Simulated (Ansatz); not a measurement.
C$_{3}$H$_{6}$F$_{2}$O, SMILES `FCCOCF`, relaxed with RKS PBE-D4/def2-SVP in Ansatz 0.2.0 from a rough embedded geometry. The force threshold is 0.03 eV/Å; the program also tests the step.

Total charge 0; spin multiplicity 1.

Start:

```xyz
12

F     0.070   -0.913    2.375
C    -0.037   -1.451    1.087
C    -0.365   -0.362    0.085
O     0.747    0.444   -0.181
C     0.491    1.514   -1.026
F    -0.124    1.077   -2.175
H     0.880   -1.931    0.840
H    -0.857   -2.148    1.177
H    -0.826   -0.789   -0.846
H    -1.164    0.317    0.529
H     1.394    2.012   -1.339
H    -0.208    2.230   -0.525
```

| step | energy (eV) | largest force (eV/Å) | largest move (Å) |
| --- | --- | --- | --- |
| 1 | -10669.2675 | 2.065 | 0.000 |
| 2 | -10669.4652 | 0.847 | 0.089 |
| 3 | -10669.4958 | 0.281 | 0.089 |
| 4 (rejected) | -10669.4922 | 0.251 | 0.109 |
| 5 | -10669.5018 | 0.037 | 0.053 |
| 6 | -10669.5023 | 0.015 | 0.016 |

End:

```xyz
12

F     0.269   -0.845    2.335
C    -0.046   -1.412    1.114
C    -0.427   -0.354    0.105
O     0.729    0.398   -0.246
C     0.473    1.500   -1.028
F     0.035    1.139   -2.297
H     0.834   -1.983    0.742
H    -0.899   -2.117    1.245
H    -0.865   -0.845   -0.795
H    -1.210    0.314    0.540
H     1.431    2.055   -1.128
H    -0.324    2.151   -0.586
```

Run time 6 s (4 threads of an Intel Xeon Platinum 8488C on a shared host); peak host memory 0.17 GiB.
